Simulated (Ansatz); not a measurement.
Input (FCI/cc-pVDZ; Ansatz, a program for electronic structure):

Ansatz 0.2 input:
```yaml
crystal:
  periodic: [false, false, false]
  atoms:
    - {symbol: O, position_ang: [-0.00243054, 0.00011527, 0.11558805]}
    - {symbol: H, position_ang: [0.00282272, 0.82504889, -0.46332048]}
    - {symbol: H, position_ang: [0.01662162, -0.82597103, -0.46138388]}
basis:
  gaussian:
    orbitals: cc-pVDZ
total_charge: 1
magnetization: {spin_polarized: true, initial_magnetization: 1}
correlation: {method: fci, electrons: outside_noble_gas}
```

Output:

```
Functional definition: HF
integrals: 0.00 GiB planned
385 factors; integrals over basis functions are off by at most 1.1e-7 eV
mean field: 0.05 GiB planned
mean field evaluation 1: about -2055.9362 eV, gradient 2.4e1 eV
mean field evaluation 2: about -2055.9356 eV, gradient 2.4e1 eV
mean field evaluation 4: about -2058.0822 eV, gradient 1.1e0 eV
mean field evaluation 8: about -2058.0915 eV, gradient 1.0e-3 eV
mean field -2058.09154415 eV, -75.6334692231 hartree, gradient 1.4e-6 eV, S^2 0.757117; 0 other end points of the search recorded, 0 dependent functions left out
1 core orbitals not correlated
reference -2057.96418115 eV, -75.6287887190 hartree; 4, 3 occupied and 19, 20 virtual orbitals, 385 factors
configuration interaction: 2.46 GiB planned
state -2062.80101112 eV, -75.8065389418 hartree
Total energy: -2062.80101112 eV, -75.8065389418 hartree
```
